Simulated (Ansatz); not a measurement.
## C₂H₃, doublet: energies of several shapes or isomers

Computed with Ansatz's Gaussian-basis code (development build). Basis cc-pVDZ, nonrelativistic, 2 orbitals frozen in the corrections; active space CAS(3,3). Restricted Hartree–Fock, then the lowest state-specific CASSCF solution met for each case. Single-reference values can break down or jump between states where bonds are stretched. Solutions in different active orbitals can move differences by tenths of an eV and at times more than 1 eV.

Case A:

```xyz
5

C     0.0000   -0.0561   -0.6352
C     0.0000   -0.0490    0.7808
H     0.0000    0.7423    1.6530
H     0.0000   -1.0638   -1.2592
H     0.0000    0.9521   -1.2676
```

Case B:

```xyz
5

C     0.0000   -0.0520   -0.5881
C     0.0000   -0.0453    0.7230
H     0.0000    0.6873    1.5306
H     0.0000   -0.9850   -1.1659
H     0.0000    0.8815   -1.1737
```

Case C:

```xyz
5

C     0.0000   -0.0478   -0.5411
C     0.0000   -0.0417    0.6651
H     0.0000    0.6323    1.4081
H     0.0000   -0.9062   -1.0727
H     0.0000    0.8110   -1.0798
```

Energy less that of case A, in eV:

```json
{"case": "B", "RHF/ROHF": "-0.860", "CASSCF": "-0.687"}
{"case": "C", "RHF/ROHF": "-0.040", "CASSCF": "+0.274"}
```

Task: What does SC-NEVPT2 give for these differences?

Result: B: -0.559 eV (-12.9 kcal/mol); C: +0.532 eV (12.3 kcal/mol).

Task: Which case is lowest, and do the methods agree?

Result: B is lowest in SC-NEVPT2. Of the methods shown, RHF/ROHF, CASSCF agree.
